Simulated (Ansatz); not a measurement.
# Mg₂− (doublet): the correlation ladder, aug-cc-pVTZ

How much of the correlation energy of Mg₂− (doublet) does each wave-function method recover here?

Computed with Ansatz 0.2.0, Gaussian basis. Level: aug-cc-pVTZ, core rule «outside noble gas», up to 10 orbitals frozen.

To be run: UHF; CCSD(T) on ROHF; CCSD(T) on UHF; BCCD(T) on ROHF; CCSDT(Q) on ROHF; CCSDT(Q) on UHF; CASSCF and NEVPT2, 5 electrons in 8 orbitals.

18 further runs of the same task are left out: 9 that didn't finish, 9 set aside as unsound or not needed. Runs told in other sessions of the task aren't counted.

## (1) The geometry

The geometry is a PBE0/def2-TZVPD stationary point (not a proven minimum) of the parent state, kept for this charge and spin.

2 atoms, charge -1, spin multiplicity 2.

Atoms are counted from 1 here; the program's logs count them from 0.

Bond lengths: Mg1–Mg2 2.707 Å.

## (2) UHF

Contents of in.yaml:

```yaml
crystal:
  periodic: [false, false, false]
  atoms:
    - {symbol: Mg, position_ang: [0.000000, 0.000000, 0.000000]}
    - {symbol: Mg, position_ang: [0.000000, 0.000000, 2.706600]}
basis:
  gaussian: {orbitals: aug-cc-pVTZ}
total_charge: -1
magnetization: {spin_polarized: true, initial_magnetization: 1}
hamiltonian: {xc: hf}
output: {orbitals: {seedname: orbitals}}
```

Command:

```console
$ ansatz run in.yaml --threads 1 --pin off --events-out ev --progress --plain --max-ram 2393MiB
```

Further steps of the session: CCSD(T) on ROHF; CCSD(T) on UHF; BCCD(T) on ROHF; CCSDT(Q) on ROHF; CCSDT(Q) on UHF; CASSCF and NEVPT2, 5 electrons in 8 orbitals.

Q: Predict the results of all the runs planned. Wanted: RCCSDT(Q) from the RHF energy; RMP2 from RCCSDT(Q); UMP2 from RCCSDT(Q); RCCSD from RCCSDT(Q); RCCSD(T) from RCCSDT(Q); UCCSD(T) from RCCSDT(Q); UCCSDT(Q) from RCCSDT(Q); NEVPT2 valence from RCCSDT(Q); T1 diagnostic.

**Answer**, as computed:

```
                         quantity                      value
    RCCSDT(Q) from the ROHF energy                 -2.7126 eV
              RMP2 from RCCSDT(Q)                 +707.2 meV
              UMP2 from RCCSDT(Q)                 +979.2 meV
             RCCSD from RCCSDT(Q)                 +229.3 meV
          RCCSD(T) from RCCSDT(Q)                  +53.7 meV
          UCCSD(T) from RCCSDT(Q)                  +78.8 meV
         UCCSDT(Q) from RCCSDT(Q)                   -0.4 meV
    NEVPT2 valence from RCCSDT(Q)                 +343.8 meV
levels within 1 kcal/mol (43 meV)  RCCSDT, UCCSDT, UCCSDT(Q)
                    T1 diagnostic                      0.041
   effectively unpaired electrons                       1.22
```

In words: RCCSD(T) lands +53.7 meV from the yardstick (2.0 % of the correlation energy). CCSD(T) misses by +53.7 meV on the restricted determinant and by +78.8 meV on the unrestricted one; the two need not hold the same state or core. The occupations show static correlation (1.22 effectively unpaired electrons where one determinant has 1). These misses are within one basis, not against nature; the frozen cores of restricted and unrestricted runs differ, which can shift their rows.
